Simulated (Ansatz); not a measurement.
Energy profile

The step: SiH₄S ([SiH3][SH]) + SiH₄ → Si₂H₆ ([SiH3][SiH3]) + H₂S; bonds formed: Si1–Si7, S2–H6; bonds broken: Si1–S2, H6–Si7 (atoms numbered as in the saddle structure below).

```csv
atom,x (Å),y (Å),z (Å)
Si1,-0.8680,-0.3475,0.7258
S2,1.2643,0.1036,2.0143
H3,-1.8285,-0.4382,-0.4497
H4,-0.7723,-1.7671,1.1326
H5,-1.5014,0.6772,1.5833
H6,0.6758,0.3113,0.3301
Si7,0.2520,0.5384,-1.4079
H8,1.8558,-1.0360,1.6198
H9,-0.7627,1.5749,-1.7097
H10,1.6222,1.0780,-1.6296
H11,0.0628,-0.6946,-2.2092
```

Electronic energies by CCSD(T) at an estimated basis limit (MP2 extrapolated from triple and quadruple zeta, plus CCSD(T) − MP2 in triple zeta), on PBE0-D4/def2-TZVP structures; Si₂H₈S, closed shell; no counterpoise correction. Ansatz 0.2.0; basis: def2-TZVPP and def2-QZVPP; cores frozen in the correlated methods. Extrapolation: Hartree–Fock as exp(−7.88 √X), correlation as X^−2.97.

Task: Give the profile in kJ/mol, counted from the separated reactants. (To be estimated.)

Result: The calculation gives:
```csv
point,kJ/mol
"separated: SiH₄S (linked as [SiH3][SH]; Si1, S2, H3, H4, H5, H8; singlet) + SiH₄ (H6, Si7, H9, H10, H11; singlet)",0.0
start structure,-6.5
saddle,262.9
end structure,46.2
"separated: Si₂H₆ (linked as [SiH3][SiH3]; Si1, H3, H4, H5, Si7, H9, H10, H11; singlet) + H₂S (S2, H6, H8; singlet)",52.6
```

T1 diagnostic: at most 0.015.

For scale, one of the runs: CCSD(T)/def2-TZVPP, 238 basis functions, launched by `ansatz run in.yaml --threads 4 --pin off --events-out ev --progress --plain --max-ram 9574MiB`. The run took 51 s on 4 CPU threads of an Arm Neoverse V2 (shared host), with 3.9 GiB of host memory at its peak.
